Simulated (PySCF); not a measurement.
Species, as SMILES: Cl (HCl).
Geometry (B3LYP-D3(BJ)/def2-TZVP, fixed):
```xyz
2

Cl     0.0000     0.0000    -0.0712
H      0.0000     0.0000     1.2108
```
Charge 0, spin multiplicity 1.

Basis-set convergence of the lowest singlet excitation energy at PBE0 with PySCF. Tamm-Dancoff approximation; the state is taken by its order, and sets in which it differs in degeneracy or brightness are left out, yet its character can still change. All functions are spherical. Density fitting with generated auxiliary sets. No added dispersion term, no relativity. Reference: the value in aug-pcseg-3, 7.532 eV, itself unsure by roughly 0.017 eV (its mean distance from aug-cc-pV(Q+d)Z, aug-pcseg-2, aug-cc-pV(T+d)Z). Deviations are taken from unrounded values. Cost is core time over that of def2-QZVPPD, rough, on shared machines of one kind; a dash marks a row that isn't timed (too short, read off another run, short of memory, by another algorithm or on other hardware).

```tsv
basis	functions	lowest singlet excitation energy (eV)	minus reference (eV)	cost
6-311G**	32	7.933	0.401	-
6-311+G**	36	7.861	0.328	-
aug-cc-pV(D+d)Z	41	7.545	0.013	-
cc-pV(T+d)Z	53	7.888	0.355	0.4×
aug-pcseg-2	73	7.554	0.021	0.4×
def2-QZVPPD	112	7.619	0.086	1×
aug-cc-pV(Q+d)Z	135	7.542	0.009	2×
aug-pcseg-3	138	7.532	0.000	3×
pcseg-4	166	7.585	0.053	5×
```

The smallest set listed that lies within 0.2 eV of the reference with all its larger relatives (same family, alike in diffuse functions; a set with none counts only in the reference's own line) is aug-pcseg-2 (73 functions, 0.4× in cost, 0.021 eV off). Inside the window by cancellation, since a larger relative falls out: aug-cc-pV(D+d)Z. Inside, with no larger relative to test it: def2-QZVPPD, pcseg-4. (Relatives not listed, tested too: jun-cc-pV(T+d)Z 0.330, aug-cc-pV(T+d)Z 0.019, aug-cc-pV(5+d)Z 0.003 eV.)
